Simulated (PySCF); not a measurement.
# LiSi: bond curves at several levels of theory

An exercise on one series of results from a longer session: the logs are not shown, and one member is left open.

The runs use PySCF 2.14.0; Li STO-3G, Si STO-3G, no relativity.

Set-up of the first run:

The job is set up so:

* atoms: Li, Si
* charge: 0
* basis: Li STO-3G, Si STO-3G
* Hamiltonian: no relativity
* basis functions: 14
* electrons treated: 17
* masses in u: 7.0160, 27.9769
* levels: PBE0, PBE, r²SCAN, revPBE, M06-2X, PBEsol, LC-ωPBE, HF, MP2, SCS-MP2, CCSD, CCSD(T)
* grid: 80 radial by 434 angular points
* occupations: held fixed by the projection of orbital angular momentum
* dissociation limit: Li + Si, each in its ground configuration
* starting distance in angstrom: 2.400
* values of 2S to try: 1, 3

Run with:

```
> OMP_NUM_THREADS=1 python dia.py task.json out
```

Among the steps run: The job; The PBE0 curve of the state that the search chose; Other states along the same grid; PBE (GGA); r²SCAN (meta-GGA); revPBE (GGA); M06-2X (hybrid meta-GGA); PBEsol (GGA); LC-ωPBE (range-separated hybrid); UHF; Correlated methods on the Hartree–Fock reference.

One of the session's tables, all rows but one given; the rest of the session is left out.

It belongs to the step «The curves together». Energy (eV) from each level's lowest point:

```
R (Å)    UHF  UHF-MP2  UHF-SCS-MP2  UHF-CCSD  UHF-CCSD(T)
1.811  0.494    0.580        0.544       n/a          n/a
1.895  0.201    0.263        0.237     0.276        0.284
1.980  0.045    0.081        0.065     0.089        0.095
2.043  0.000    0.016        0.007     0.020        0.023
2.106  0.004    0.000        0.000     0.000        0.000
2.169      ?        ?            ?         ?            ?
2.253  0.158    0.112        0.130     0.102        0.093
2.359  0.352    0.284        0.312     0.266        0.248
2.485  0.634    0.558        0.591     0.525        0.495
2.654  1.029    1.006        1.017       n/a          n/a
```

**Question.** Estimate the row for R (Å) = 2.169.

Worked estimate for «UHF». A straight line through the neighbours (2.106, 0.004) and (2.253, 0.158) gives 0.004 + (0.158 − 0.004) × (2.169 − 2.106) / (2.253 − 2.106) = 0.070; a parabola fitted to 4 rows on both sides gives 0.053.

As computed: UHF: 0.049; UHF-MP2: 0.026; UHF-SCS-MP2: 0.034; UHF-CCSD: 0.022; UHF-CCSD(T): 0.018. In «UHF» the line misses by +0.021 and the parabola by +0.004.
